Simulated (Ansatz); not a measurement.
Process, species as SMILES: FOF → F atom + [O]F (O-F)
B3LYP-D3(BJ)/def2-TZVP geometries, fixed; electronic energies without zero-point terms.

Energies in hartree at PBE with Ansatz (a program for electronic structure); the bond dissociation energy is their sum with the coefficients shown, times 627.509 kcal/mol a hartree. All functions are spherical. Open shells are unrestricted. No added dispersion term, no relativity.

```csv
species,coefficient,part,cc-pVDZ,cc-pVTZ,cc-pVQZ
FOF,-1,PBE,-274.42870,-274.52712,-274.55328
F atom,+1,PBE,-99.62478,-99.66135,-99.67154
[O]F (O-F),+1,PBE,-174.72212,-174.78263,-174.79888
```

**Question.** Predict the bond dissociation energy in cc-pV5Z (X = 5): let each PBE step shrink by the ratio of the last two. Compare with the run.

**Answer.** 
- FOF: steps -0.09842 and -0.02616, ratio 0.266, so PBE -274.56024 (run: -274.56236).
- F atom: steps -0.03657 and -0.01019, ratio 0.279, so PBE -99.67438 (run: -99.67533).
- [O]F (O-F): steps -0.06051 and -0.01625, ratio 0.269, so PBE -174.80325 (run: -174.80462).
Predicted 51.84 kcal/mol; the run in cc-pV5Z gives 51.71, a miss of 0.13. Keeping the value in cc-pVQZ, 52.00, would miss by 0.28. All sums are of the energies as printed.
